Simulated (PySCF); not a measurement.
C3H4N2.
Structure used (PBE0-D3(BJ)/def2-SVP), in Å, numbered top down from 1:
```xyz
9
C3H4N2 angstrom
C     -1.4192    0.3140   -0.2607
N     -0.1183    0.5117    0.3009
C      0.7777   -0.3480    0.0563
C      2.1077   -0.2035    0.5929
N      3.1880   -0.1268    1.0034
H     -1.6787    1.1906   -0.8760
H     -2.1592    0.2868    0.5554
H     -1.5194   -0.6028   -0.8733
H      0.6142   -1.2481   -0.5687
```

Lines to be assigned: C 1s: 292.28 (area 1), 292.60 (area 1), 293.32 (area 1) eV; N 1s: 405.43 (area 1), 405.81 (area 1) eV.

Method used: PySCF 2.14.0, delta-SCF UKS SCAN, pcX-2 on the ionised atom, pcseg-1 elsewhere, spin-free X2C. Geometry: PBE0-D3(BJ)/def2-SVP; no solvent, vibrations or thermal averaging.

(1) Assign the C 1s lines to atoms.

(2) Order the nitrogen atoms by N 1s binding energy.

Results:

(1) 292.28 eV: C1 (N-methyl carbon); 292.60 eV: C4 (nitrile carbon); 293.32 eV: C3 (imine carbon). Lowest listed C 1s: C1, bonded to N and 3 H. Highest, 1.04 eV above it: C3, bonded to N (double bond), C and H. Summing the Pauling electronegativity differences to the bonded atoms, each weighted by its formal bond order, gives -0.56 for the lowest site and +0.63 for the highest; the largest sum, +1.47, belongs to C4, 0.72 eV below the top.

(2) 405.43 eV: N5 (nitrile nitrogen); 405.81 eV: N2 (imine nitrogen). Lowest listed N 1s: N5, bonded to C (triple bond). Highest, 0.38 eV above it: N2, bonded to C (double bond) and C. Summing the Pauling electronegativity differences to the bonded atoms, each weighted by its formal bond order, gives -1.47 for the lowest site and -1.47 for the highest; the sum is the same at every site.

Bonded neighbours of each site: C1: N and 3 H; N2: C (double bond) and C; C3: N (double bond), C and H; C4: N (triple bond) and C; N5: C (triple bond).

**Question.** Which photon wavelength matches the N 1s of N2 (atom 2) threshold?

**Answer.** λ = hc/E = 12398.42 eV Å / 405.81 eV = 30.552 Å.

Spin contamination (⟨S²⟩ against 0.75 for a pure doublet) is marked for C 1s of C4 (0.85), which makes this value less certain.
